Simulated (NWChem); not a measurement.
**What each level costs for water (H$_{2}$O)**

```
O
H 1 0.9747
H 1 0.9747 2 102.04
```
Charge 0, spin multiplicity 1.

Everything below was run with NWChem. The geometry was optimised at PBE/def2-SVP, a minimum by its harmonic frequencies.

Basis set: cc-pVQZ (115 functions). Each entry is one whole single-point run; the coupled-cluster runs use the TCE module, and the SCF and DFT modules converge to different thresholds.

The correlated methods keep 1 core orbital frozen. B3LYP has NWChem's definition, with VWN1-RPA local correlation.

### Question
Roughly how much processor time does each of these take, relative to RHF: MP2, RI-MP2, B2PLYP, PBE, B3LYP, PBE0, CR-CCSD(T)?

### Answer
PBE0 about the same, within a factor of 3; B3LYP about the same, within a factor of 3; PBE about the same, within a factor of 3; RI-MP2 about the same, within a factor of 3; B2PLYP about the same, within a factor of 3; MP2 about the same, within a factor of 3; CR-CCSD(T) about 20 (rough ratios from shared machines).
